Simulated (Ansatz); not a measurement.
# BH₃+ (doublet): wave-function methods side by side at distance B1–H3 = 1.452 Å, aug-cc-pVDZ

How much of the correlation energy of BH₃+ (doublet) does each wave-function method recover here?

Computed with Ansatz 0.2.0, Gaussian basis. Level: aug-cc-pVDZ, core rule «outside noble gas», up to 1 orbitals frozen.

The runs, in order: UHF; CCSD(T) on ROHF; CCSD(T) on UHF; BCCD(T) on ROHF; CISD; CCSDT(Q) on ROHF; CCSDT(Q) on UHF; CASSCF and MRCISD+Q, 3 electrons in 3 orbitals; CASSCF and NEVPT2, 3 electrons in 3 orbitals; CASSCF and MRCISD+Q, 5 electrons in 7 orbitals; CASSCF and NEVPT2, 5 electrons in 7 orbitals; Full CI.

20 further runs of the same task are left out: 1 for a mislabelled method, 1 for a known fault of the program, 15 that didn't finish, 3 set aside as unsound or not needed.

### Step 1. The system

The geometry derives from a PBE0/def2-TZVP stationary point (not a proven minimum). One bond is set to the value named and the two fragments are kept rigid.

4 atoms, charge 1, spin multiplicity 2.

Atoms are counted from 1 here; the program's logs count them from 0.

Bond lengths: B1–H2 1.276 Å, B1–H4 1.276 Å. Angles: H2–B1–H4 68.5°.

Coordinates:

```
B     0.0000    0.0000    0.0479
H     0.0000    0.7178   -1.0068
H     0.0000    0.0000    1.4999
H     0.0000   -0.7178   -1.0068
```

### Step 2. UHF

in.yaml reads:

```yaml
crystal:
  periodic: [false, false, false]
  atoms:
    - {symbol: B, position_ang: [0.000000, 0.000000, 0.047902]}
    - {symbol: H, position_ang: [0.000000, 0.717784, -1.006844]}
    - {symbol: H, position_ang: [0.000000, 0.000000, 1.499902]}
    - {symbol: H, position_ang: [0.000000, -0.717784, -1.006844]}
basis:
  gaussian: {orbitals: aug-cc-pVDZ}
total_charge: 1
magnetization: {spin_polarized: true, initial_magnetization: 1}
hamiltonian: {xc: hf}
output: {orbitals: {seedname: orbitals}}
```

On the command line:

```bash
$ ansatz run in.yaml --threads 1 --pin off --events-out ev --progress --plain --max-ram 2393MiB
```

After this run come: CCSD(T) on ROHF; CCSD(T) on UHF; BCCD(T) on ROHF; CISD; CCSDT(Q) on ROHF; CCSDT(Q) on UHF; CASSCF and MRCISD+Q, 3 electrons in 3 orbitals; CASSCF and NEVPT2, 3 electrons in 3 orbitals; CASSCF and MRCISD+Q, 5 electrons in 7 orbitals; CASSCF and NEVPT2, 5 electrons in 7 orbitals; Full CI.

Q: Predict the results of all the runs planned. Wanted: FCI below the RHF energy; RMP2 from FCI; UMP2 from FCI; RCCSD from FCI; RCCSD(T) from FCI; UCCSD(T) from FCI; RCCSDT(Q) from FCI; UCCSDT(Q) from FCI; NEVPT2 pair from FCI.

**Answer**, as computed:

| quantity | value |
| --- | --- |
| FCI below the RHF energy | -2.7861 eV |
| RMP2 from FCI | +679.3 meV |
| UMP2 from FCI | +685.4 meV |
| RCCSD from FCI | +62.8 meV |
| RCCSD(T) from FCI | +15.7 meV |
| UCCSD(T) from FCI | +15.6 meV |
| RCCSDT(Q) from FCI | +0.2 meV |
| UCCSDT(Q) from FCI | 0.0 meV |
| NEVPT2 pair from FCI | +581.6 meV |
| MRCISD+Q pair from FCI | -10.8 meV |
| NEVPT2 valence from FCI | +379.4 meV |
| levels within 1 kcal/mol (43 meV) | RCCSD(T), UCCSD(T), BCCD(T), RCCSDT, UCCSDT, RCCSDT(Q), UCCSDT(Q), MRCISD+Q pair, MRCISD valence, MRCISD+Q valence |
| T1 diagnostic | 0.019 |
| effectively unpaired electrons | 1.03 |

RCCSD(T) misses by +15.7 meV, 0.6 % of the correlation energy. MRCISD+Q pair falls below full CI: the +Q correction isn't variational, and the cores differ from full CI's. One determinant dominates. Of the multireference levels listed MRCISD+Q valence comes nearest in total energy (+10.4 meV), which doesn't show that its space is the better one. These misses are within one basis, not against nature; the frozen cores of restricted and unrestricted runs differ, which can shift their rows.
